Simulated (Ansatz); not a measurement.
A calculation with Ansatz (development build ahead of 0.2.0).

```yaml
crystal:
  periodic: [false, false, false]
  atoms:
    - { symbol: C, position_ang: [-0.07731, 0.00941, -0.6595] }
    - { symbol: F, position_ang: [0.02249, 0.00609, 0.71035] }
    - { symbol: H, position_ang: [0.03138, -1.16279, -0.99226] }
    - { symbol: H, position_ang: [-0.83741, 0.50867, -1.02071] }
    - { symbol: H, position_ang: [0.83905, 0.47034, -1.06204] }
basis:
  gaussian: { orbitals: "6-31G" }
hamiltonian:
  xc: hf
correlation:
  method: mp2
  frozen_orbitals: { C: 1, F: 1, H: 0 }
```

The input is written out in the form of the current development build from the run's settings.

The run gave:

```json
{"Converged": "yes", "Reference energy": "-138.96977 hartree", "Correlation energy": "-0.21333 hartree", "Total energy": "-139.18310 hartree", "Spin squared of the determinant": "0.000"}
```
